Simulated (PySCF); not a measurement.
Compound: 4-methylthiazole, C4H5NS.
SMILES with atom numbers: `[CH3:1][c:2]1[cH:3][s:4][cH:5][n:6]1` (hydrogens: H7, H8, H9 on C1; H10 on C3; H11 on C5)

The closed-shell ground state was solved at several levels (PySCF, density fitting, gas phase, non-relativistic). Geometry: PBE0-D3(BJ)/def2-SVP; no solvent, vibrations or thermal averaging.

```csv
level,basis functions,total energy (Eh),HOMO (eV),LUMO (eV),gap (eV),dipole (D)
B3LYP/def2-TZVP,222,-608.4826,-6.75,-0.92,5.83,1.30
PBE0/def2-SVPD,167,-607.7258,-7.05,-0.78,6.27,1.28
PBE0/pcSseg-1,134,-607.9412,-7.06,-0.73,6.33,1.27
B3LYP/6-31G*,98,-608.3607,-6.52,-0.54,5.98,1.16
B3LYP/pcSseg-2,293,-608.4935,-6.80,-0.97,5.83,1.31
```

(1) Estimate the row for B3LYP/cc-pVTZ, a basis of 254 functions; the other rows only guide the guess.

(2) How much does the basis alone move the frontier levels among the 4 B3LYP rows (the withheld one included)?

(3) How far do the dipole and the HOMO energy spread over the levels?

Results:

(1) Total energy -608.4804 Eh, HOMO -6.73 eV, LUMO -0.86 eV, gap 5.87 eV, dipole 1.23 D.

(2) The HOMO by 0.28 eV and the LUMO by 0.43 eV. By rising basis size (HOMO, LUMO in eV): 6-31G* -6.52, -0.54; def2-TZVP -6.75, -0.92; cc-pVTZ -6.73, -0.86; pcSseg-2 -6.80, -0.97.

(3) The dipole runs from 1.16 to 1.31 D (mean 1.26 D) and the HOMO from -7.06 to -6.52 eV.
